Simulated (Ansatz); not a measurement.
We consider 1T (CdI2-type) PdTe₂, described by PBEsol+SOC (Ansatz, an electronic-structure program, PAW).

Run with plane-wave cutoff 520 eV, 18×18×12 k mesh (along the axes of the cell as run), Fermi–Dirac smearing 0.05 eV, PAW data made under PBE.

A third-order Birch–Murnaghan fit to the energies gives V0 = 23.982 Å³/atom, B0 = 64.6 GPa, B′ = 7.8.

| V (Å³/atom) | P (GPa) |
|---|---|
| 23.024 | 3.08 |
| 23.504 | [?] |
| 23.984 | 0.00 |
| 24.463 | [?] |
| 24.943 | [?] |

Task: Estimate the withheld pressures from this fit; the answers are the runs' own values.

Result: 
- 23.504, P (GPa): 1.41
- 24.463, P (GPa): -1.19
- 24.943, P (GPa): -2.16

The formula P = (3/2) B0 (x^(7/3) − x^(5/3)) [1 + (3/4)(B′ − 4)(x^(2/3) − 1)] with x = V0/V meets the computed pressures within 0.02 GPa when these rounded values are put in.

Shape and atoms are relaxed at each volume.

Note: the cell comes from a level without a dispersion term, which matters for the spacing of layers, chains or molecules; the bulk modulus comes from volumes at which shape and atoms were relaxed.

Static lattice: no zero-point or thermal effects.
